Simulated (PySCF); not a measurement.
# C5H9F: geometry, NMR shifts, spin-spin couplings, electronic excitations and core binding energies

Wanted: the NMR shifts, spin-spin couplings, electronic excitations and core binding energies of C5H9F (`CC(C)=C(C)F`), by calculation.

Computed with PySCF 2.14.0, with density-fitted response routines of our own, on a single molecule in the gas phase. Atoms are numbered from 0 throughout.

**1. Starting geometry**

15 atoms, charge 0, multiplicity 1; geometry from: MMFF94s.

Bonds of the start (Å): C0–C1 1.51, C1–C2 1.50, C1–C3 1.35, C3–C4 1.50, C3–F5 1.36, C0–H6 1.10, C0–H7 1.09, C0–H8 1.10, C2–H9 1.09, C2–H10 1.09, C2–H11 1.10, C4–H12 1.09, C4–H13 1.09, C4–H14 1.09.

**2. Geometry optimisation at PBE0-D3(BJ)/def2-SVP**

What the job is given:

```
{"job": {"xc": "PBE0", "basis": "def2-SVP", "d3": "d3bj", "grid": 1, "kind": "geom"}, "charge": 0, "multiplicity": 1}
C     -1.475541    -0.917493    -0.842095
C     -0.401330    -0.150611    -0.116562
C     -0.910945     0.703879     1.010629
C      0.890797    -0.242146    -0.487156
C      2.055394     0.430140     0.166495
F      1.185754    -1.043064    -1.540404
H     -2.202376    -0.226571    -1.281903
H     -1.080222    -1.539747    -1.651055
H     -2.002404    -1.578323    -0.145730
H     -0.147683     1.358149     1.438512
H     -1.303733     0.072295     1.814035
H     -1.719702     1.351858     0.655563
H      2.297019     1.359231    -0.357787
H      1.884935     0.648905     1.223431
H      2.930036    -0.226501     0.114027
```

Run with:

```
OMP_NUM_THREADS=1 python probes_run.py task.json out
```

One launch serves the whole session: the jobs run in the order shown.

**Question.** This job is followed by: GIAO PBE0/pcSseg-1 NMR shielding, non-relativistic, gas phase; B3LYP/pcJ-1 indirect spin-spin coupling, non-relativistic, gas phase; TDDFT CAM-B3LYP/def2-SVPD, vertical, gas phase, core orbitals frozen in the response; GIAO HF/pcSseg-2 NMR shielding, non-relativistic, gas phase; delta-SCF UKS SCAN, pcX-2 on the ionised atom, pcseg-1 elsewhere, spin-free X2C. What will the session give for the following? point group; rotational constants (main isotopes); ¹³C shifts against TMS (PBE0/pcSseg-1); ¹H shifts against TMS (PBE0/pcSseg-1, means over atoms taken as alike); ¹⁹F shifts against CFCl3 (PBE0/pcSseg-1); largest coupling of the table (B3LYP/pcJ-1); lowest singlet (CAM-B3LYP/def2-SVPD); brightest single state of those computed; lowest triplet; vertical ionisation energy (ΔSCF); C1s binding energies, SCAN/pcX-2; F1s binding energies, SCAN/pcX-2; range of the shift of F5.

As calculated:

| quantity | value |
| --- | --- |
| point group | Cs |
| rotational constants (main isotopes) | 4.67, 3.09, 1.93 GHz |
| ¹³C shifts against TMS (PBE0/pcSseg-1) | 158.2, 113.2, 19.9, 16.6, 15.3 ppm |
| ¹H shifts against TMS (PBE0/pcSseg-1, means over atoms taken as alike) | 1.93, 1.67, 1.62 ppm |
| ¹⁹F shifts against CFCl3 (PBE0/pcSseg-1) | -102.2 ppm |
| largest coupling of the table (B3LYP/pcJ-1) | ¹J(C,F) C3–F5, -309.2 Hz |
| lowest singlet (CAM-B3LYP/def2-SVPD) | 6.25 eV (199 nm), f = 0.002 |
| brightest single state of those computed | state 2, 7.12 eV, f = 0.566 |
| lowest triplet | 4.26 eV |
| vertical ionisation energy (ΔSCF) | 8.73 eV |
| C1s binding energies, SCAN/pcX-2 | C3 292.08, C4 291.03, C2 290.83, C0 290.60, C1 290.22 eV |
| F1s binding energies, SCAN/pcX-2 | F5 692.36 eV |
| range of the shift of F5 | -102.2 to -93.4 ppm |

What this shows: Relaxing lowered the energy by 0.087 eV in 9 steps; the close pair that moved most is C3–C4, from 1.495 to 1.486 Å. In the run at B3LYP/pcJ-1, the largest coupling of the table is C3–F5, -309.2 Hz, of which the Fermi-contact term gives -308.0 Hz. The first singlet state (HOMO→LUMO 0.94) lies at 6.25 eV and is weak; of the 10 states computed, the strongest absorption comes from state 2 at 7.12 eV. The lowest triplet lies 1.99 eV below the lowest singlet (triplets in Tamm-Dancoff, singlets in full TDDFT). At CAM-B3LYP/def2-SVPD, the highest states lie near or above the ionisation energy, where they hang on the basis. ΔSCF puts the ionisation energy at 8.73 eV, 0.82 eV above −ε(HOMO). C3 (fully substituted alkene carbon) binds its C1s electron 1.87 eV more tightly than C1 (fully substituted alkene carbon). Across the 2 runs the shift of F5 moves most, between -102.2 (PBE0/pcSseg-1) and -93.4 ppm (HF/pcSseg-2).
